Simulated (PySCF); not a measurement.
# Potential energy of BO along the bond

Set-up: PySCF, spin-free X2C with a Gaussian nucleus, basis sets B x2c-TZVPPall, O x2c-TZVPPall. Energies in eV from B + O in their ground configurations at the same level. All curves are PBE0. state 1: ²Σ⁺ (doublet), unpaired electrons σ ↑; state 2: quartet, unpaired electrons σ ↑, π ↑↑, a mixture of terms (⟨Lz²⟩ = 2.0), a second solution, started from another occupation.

| R (Å) | state 1 | state 2 |
| --- | --- | --- |
| 1.034 | -6.634 | 2.569 |
| 1.082 | -7.625 | 0.783 |
| 1.130 | -8.185 | -0.522 |
| 1.166 | -8.387 | -1.249 |
| 1.202 | -8.444 | -1.805 |
| 1.238 | -8.386 | -2.219 |
| 1.286 | -8.169 | -2.591 |
| 1.346 | -7.738 | -2.836 |
| 1.418 | -7.074 | -2.897 |
| 1.514 | -6.074 | -2.724 |

**Question.** Put a parabola through the three lowest points of the state 1 curve and estimate Re, k and ωe (reduced mass 6.521 u; 1 eV/Å² = 0.16022 mdyn/Å; ωe = 1302.8·√(k/μ) cm⁻¹).

**Answer.** Through R = 1.166, 1.202, 1.238 Å the second-order coefficient is 44.4 eV/Å², so Re ≈ 1.202 Å, k ≈ 14.2 mdyn/Å and ωe ≈ 1924 cm⁻¹. A polynomial fit of higher order to the unrounded PBE0 energies gives Re = 1.200 Å, k = 14.4 mdyn/Å, ωe = 1934 cm⁻¹; anharmonicity and rounding make the difference.

The higher-order fit for each curve: state 1: Re = 1.200 Å, ωe = 1934 cm⁻¹, De = 8.44 eV; state 2: Re = 1.403 Å, ωe = 1217 cm⁻¹, minimum 2.90 eV below the ground-state fragments.

Counting both spins, an empty level lies below a filled one in some of these solutions, because spin and occupation are held. The state was picked by a PBE0 search and need not be the measured ground state.
